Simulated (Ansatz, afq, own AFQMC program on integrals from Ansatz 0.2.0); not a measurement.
# Ga$_{2}$H$_{2}$, triplet in cc-pVDZ along one coordinate

```xyz
4

Ga    0.0000    0.0000   -1.2142
Ga    0.0000    0.0000    1.2681
H     0.0000    1.4216   -1.8666
H     0.0000   -1.4216   -1.8666
```

The Ga1–Ga2 distance is changed with both sides rigid. Energies in eV count from this geometry (2.482 Å) at the same level; the start stands on UHF, each point on the determinant named.

Basis cc-pVDZ. Noble-gas cores (and the filled d shells of Ga–Kr and In–Xe) are frozen. Ansatz 0.2.0 and our own AFQMC program on the same integrals; the CISD trial comes from CCSD amplitudes, and released means the phaseless constraint is let go. Uncertainties: one standard error, sampling alone. No spin–orbit coupling.

Cautions, each for one point or more: inner d shell frozen; lower spins were not checked; no relativity below Rb; no spin-orbit coupling.

| r(Ga1–Ga2) / Å | det. | T1 | weight | ⟨S²⟩ | HF | PBE0 | CCSD(T) |
| --- | --- | --- | --- | --- | --- | --- | --- |
| 3.095 | UHF | 0.037 | 0.87 | 2.03 | 0.402 | 0.492 | 0.393 |
| 5.532 | UHF | 0.012 | 0.90 | 2.01 | 0.874 | 1.512 | 1.210 |
| 8.371 | UHF | 0.012 | 0.90 | 2.01 | 0.888 | 1.535 | 1.231 |

Task: Estimate the curve of CCSDT(Q), counted from the same start.

Result: 
| r(Ga1–Ga2) / Å | det. | T1 | weight | ⟨S²⟩ | CCSDT(Q) | ph-AFQMC/CISD | released AFQMC |
| --- | --- | --- | --- | --- | --- | --- | --- |
| 3.095 | UHF | 0.037 | 0.87 | 2.03 | 0.384 | 0.413 ± 0.010 | 0.390 ± 0.014* |
| 5.532 | UHF | 0.012 | 0.90 | 2.01 | 1.227 | 1.232 ± 0.009 | – |
| 8.371 | UHF | 0.012 | 0.90 | 2.01 | 1.248 | 1.256 ± 0.009 | 1.239 ± 0.010 |

Weight is that of the determinant in the CISD state; at the start T1 is 0.022 and the weight 0.89, and ⟨S²⟩ is 2.02. An asterisk marks released energies that aren't shown to be converged. A dash marks a missing value, a released energy that hasn't settled or a functional that sits on another state. Largest departures from CCSDT(Q), at the points where its series has closed: CCSD(T) -0.017 eV at 8.371 (on UHF), ph-AFQMC/CISD 0.029 eV at 3.095 (on UHF), HF -0.360 eV at 8.371 (on UHF), PBE0 0.286 eV at 8.371. Functionals count only at points shown to share the start's state and spin. In this small basis the wave-function levels are far from their limit, so their gap to the functionals isn't the functionals' error.

CCSDT and higher add their correlation energy to the determinant of the CCSD(T) run, since their own runs factorise the integrals more tightly (a shift of under 2 meV). A walk keeps the symmetry of its determinant, which the program's search chose and which needn't be the lowest solution, so a lower state of the same spin and another symmetry isn't excluded.
